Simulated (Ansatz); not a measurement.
A made-up structure of Si2NH6 (charge +1), closed shell:

Si1  (-0.908, 0.838, -1.145)
N2  (0.234, 0.601, 0.003)
Si3  (0.615, -0.927, 0.904)
H4  (-1.749, -0.306, -1.518)
H5  (-1.051, 2.168, -1.754)
H6  (0.809, 1.403, 0.251)
H7  (2.017, -1.255, 0.586)
H8  (-0.356, -1.889, 0.342)
H9  (-1.472, 0.723, 0.153)
(Å)

It is relaxed with PBE-D4/def2-SVP and then PBE0-D4/def2-TZVP (Ansatz 0.2.0). Atoms count as bonded within 1.22 times the sum of their covalent radii (H–H: 0.88 Å). The end point is not checked to be a true minimum.

Does its bonding change? (Judge from chemistry; the calculation decides.)

Computed: No: no bond forms or breaks.

Where it ends: The first stage lowers the energy by 3.74 eV in 13 steps. It ends as Si₂NH₆ ([SiH2][NH][SiH3]), total charge +1:
| atom | x (Å) | y (Å) | z (Å) |
| --- | --- | --- | --- |
| Si1 | -1.2515 | 0.9353 | -0.8297 |
| N2 | 0.2658 | 0.4766 | 0.0517 |
| Si3 | 0.8521 | -1.0241 | 0.3382 |
| H4 | -1.8154 | -0.3750 | -1.2166 |
| H5 | -0.8293 | 1.7547 | -1.9809 |
| H6 | 0.8111 | 1.2586 | 0.4072 |
| H7 | 2.1121 | -1.1748 | 1.0796 |
| H8 | 0.0805 | -2.1662 | -0.1664 |
| H9 | -2.0863 | 1.6698 | 0.1390 |

Labels in which every atom is bracketed show which atoms are joined, not bond orders.

For scale, one of the runs: PBE0-D4/def2-TZVP relaxation, 141 basis functions, launched by `ansatz run in.yaml --threads 2 --pin off --events-out ev --progress --plain --max-ram 4352MiB`. Hardware: 2 CPU threads of an Intel Xeon, shared host. Wall time about 19 s.
